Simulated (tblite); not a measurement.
# H10N3: the cost of one run

Programs: tblite 0.8.0 and PySCF 2.14.0. All values are calculated, for the isolated system unless a continuum is named. Atoms count from 0, parts from 1.

## Step 1: Starting point

13 atoms, charge 1, multiplicity 1; geometry: parts in contact. Parts: 1 = atoms 0–4, `[NH4+]`, charge 1; 2 = atoms 5–8, `N`, charge 0; 3 = atoms 9–12, `N`, charge 0. In the given geometry H4 has moved to N5 of another part (1.10 Å), so values for the parts refer to these atom groups.

## Step 2: Docking the parts with GFN2-xTB

Job settings and geometry (Å):

```
{"job": {"kind": "dock", "xc": "GFN2-xTB", "basis": "xTB"}, "charge": 1, "multiplicity": 1, "parts": [{"atoms": "0-4", "charge": 1, "multiplicity": 1}, {"atoms": "5-8", "charge": 0, "multiplicity": 1}, {"atoms": "9-12", "charge": 0, "multiplicity": 1}]}
N     -0.030434     0.013211    -0.048805
H     -0.794385    -0.654805    -0.024245
H     -0.444119     0.939513    -0.092510
H      0.469445    -0.058542     0.831717
H      0.955612    -0.342015    -1.203781
N      1.652754    -0.745298    -1.947429
H      2.388312    -0.074052    -2.146493
H      1.154108    -0.948320    -2.810510
H      2.067589    -1.673851    -1.513152
N      2.347782    -3.019121    -0.856175
H      2.927713    -3.625988    -1.425079
H      1.435494    -3.456421    -0.784281
H      2.747815    -3.014635     0.075567
```

With the program's defaults for keys left out, this is: GFN2-xTB search for minima from random contacts, gas phase.

On the command line:

```
$ OMP_NUM_THREADS=1 python cluster_run.py task.json out
```

This one command runs all jobs of the session in turn.

**Question.** How long does this first job take on 1 thread of Arm Neoverse N1, shared host?

About 3.4 s.
